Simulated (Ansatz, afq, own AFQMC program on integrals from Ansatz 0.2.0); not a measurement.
**SiHBr, triplet in cc-pVTZ, levels against CCSDT(Q)**

```json
{"atom": "Br", "x (Å)": "0.0000", "y (Å)": "0.0000", "z (Å)": "-1.8227"}
{"atom": "H", "x (Å)": "0.0000", "y (Å)": "0.0000", "z (Å)": "0.0293"}
{"atom": "Si", "x (Å)": "0.0000", "y (Å)": "0.0000", "z (Å)": "1.7933"}
```

Connectivity, by distances: Br ··· Si, 1 bridging H.

Basis cc-pVTZ. Noble-gas cores (and the filled d shells of Ga–Kr and In–Xe) are frozen. Integrals, coupled cluster, full CI and functionals: Ansatz 0.2.0; the random walks run on the same integrals in our own AFQMC program. The CISD trial takes its coefficients from CCSD amplitudes. Released means that phaseless walkers are propagated on without the constraint, phases kept. ± is one standard error of the sampling. No spin–orbit coupling.

Determinant: UHF, the one that the program's search chose, which needn't be the lowest solution. The geometry is a point of a scan.

No full CI on the walks' own integrals is used here; CCSDT(Q) serves as the reference and is uncertain by about the last step of the cluster series.

Cautions: no relativity below Rb; no spin-orbit coupling; inner d shell frozen; lower spins were not checked; unrestricted determinant slightly spin contaminated (⟨S²⟩ 2.06 against 2.00).

```
T1 diagnostic                               : 0.0191
weight of the determinant in the CISD state : 0.849
⟨S²⟩ of the determinant                     : 2.058
size of the correlated space                : 12 electrons in 72 orbitals
```

```json
{"level": "MP2", "correlation energy (eV)": "-6.4484"}
{"level": "CCSD", "correlation energy (eV)": "-7.4971"}
{"level": "CCSD(T)", "correlation energy (eV)": "-7.7956"}
```

**Question.** Estimate where AFQMC with the constraint released lies against CCSD(T) on the same integrals.

**Answer.** 51.2 ± 6.7 meV below CCSD(T).

Reference: CCSDT(Q), correlation energy -7.853 eV. The released energy is read at 2.40 1/Eh (meV from the phaseless value at times in 1/Eh: -7 ± 4 at 0.24, -15 ± 4 at 0.51, -14 ± 5 at 0.99, -28 ± 4 at 1.62, -20 ± 7 at 2.40).

```json
{"level": "CCSD(T)", "E − E(reference) (meV)": "57.7", "share of correlation (%)": "99.27"}
{"level": "CCSDT", "E − E(reference) (meV)": "14.9", "share of correlation (%)": "99.81"}
{"level": "ph-AFQMC/CISD", "E − E(reference) (meV)": "26.1 ± 3.7", "share of correlation (%)": "99.67"}
{"level": "released AFQMC", "E − E(reference) (meV)": "6.5 ± 6.7", "share of correlation (%)": "99.92"}
```

A walk keeps the symmetry of its determinant, which the program's search chose and which needn't be the lowest solution, so a lower state of the same spin and another symmetry isn't excluded. Released energies are given only where the last usable release times agree within the noise; a slower fall can still hide under it.
